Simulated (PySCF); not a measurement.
Species: C4H4F2.
SMILES with atom numbers: `[CH3:1][C:2]1=[CH:3][C:4]1([F:5])[F:6]` (hydrogens: H7, H8, H9 on C1; H10 on C3)

Cartesian coordinates in Å at the PBE0-D3(BJ)/def2-SVP level; atoms count from 1:
```xyz
10
C4H4F2 angstrom
C      1.396   -0.429    0.377
C      0.007   -0.156   -0.028
C     -1.158   -0.582   -0.487
C     -1.043    0.828   -0.196
F     -1.665    1.405    0.858
F     -1.001    1.769   -1.168
H      1.650   -1.493    0.270
H      2.090    0.170   -0.232
H      1.546   -0.129    1.426
H     -1.770   -1.412   -0.837
```

Linear response at PBE0/def2-SVPD (PySCF, frozen core in the response, non-relativistic).

Static isotropic polarisability: 46.87 au (6.95 Å³), principal values 38.2, 46.9, 55.4 au.

Q: What is the polarisability at 1064 nm and at the sodium D line?

A: 47.19 au at 1064 nm (+0.7 %), 47.96 au at 589.3 nm (+2.3 %). The rise at 589.3 nm is 3.35 times that at 1064 nm; a pure ω² law gives 3.26. The lowest singlet lies at 201 nm, shorter than both wavelengths.

Q: What is the isotropic C6 coefficient between two such molecules, C6 = (3/π)∫α(iω)² dω?

A: 1018 au (Eh·bohr⁶) by a ten-point quadrature over imaginary frequencies, which is 608 eV·Å⁶ or 58.7 J·nm⁶/mol.

Q: Which effective excitation energy ω̄ makes London's formula C6 = (3/4)α²ω̄ exact here?

A: ω̄ = 4·C6/(3α²) = 0.618 Eh = 16.8 eV. A one-pole form α(ω) = α/(1 − ω²/ω̄²) fitted to the 1064 nm value gives 14.0 eV. London's choice of the ionisation energy (10.73 eV, ΔSCF at the same level) gives C6 = 650 au, 36 % too low.

Q: What molar refraction at the D line follows from R = (4π/3)·N_A·α′, with α′ the polarisability volume?

A: α′ = 7.11 Å³ gives R = 17.93 cm³/mol, for isolated, non-vibrating species.

Q: How anisotropic is the static polarisability, by Δα² = ½[(α1 − α2)² + (α2 − α3)² + (α3 − α1)²]?

A: Δα = 14.9 au, or 0.32 of the isotropic value.

Q: What does −C6/R⁶ come to at R = 8 Å between centres?

A: -220 J/mol. This is the leading, orientation-averaged term; C8 and higher terms are left out.

Q: The lowest 10 singlets have (eV, f): 6.18, 0.001; 7.65, 0.162; 7.82, 0.000; 7.84, 0.063; 8.06, 0.005; 8.76, 0.096; 8.91, 0.008; 8.92, 0.033; 9.24, 0.017; 9.56, 0.025. What share of the static polarisability do they carry in the sum over states α = Σ f/ω²?

A: 4.54 au, 9.7 % of α; the largest term, 2.05 au, is that of the state at 7.65 eV. Their oscillator strengths add up to 0.41. Higher states carry the rest.

Q: What n − 1 at the D line would an ideal gas of it have at 273.15 K and 1 atm (2.6868 × 10¹⁹ cm⁻³), by n − 1 = 2π·N·α′?

A: 12.00 × 10⁻⁴, a formal value whether or not that pressure can be reached.

On an Arm Neoverse N1 with one thread, no GPU, shared host with 64 logical CPUs at a one-minute load of 54, this took 72 s and 0.75 GiB of memory at its peak. This is the whole response run at PBE0/def2-SVPD, SCF included.
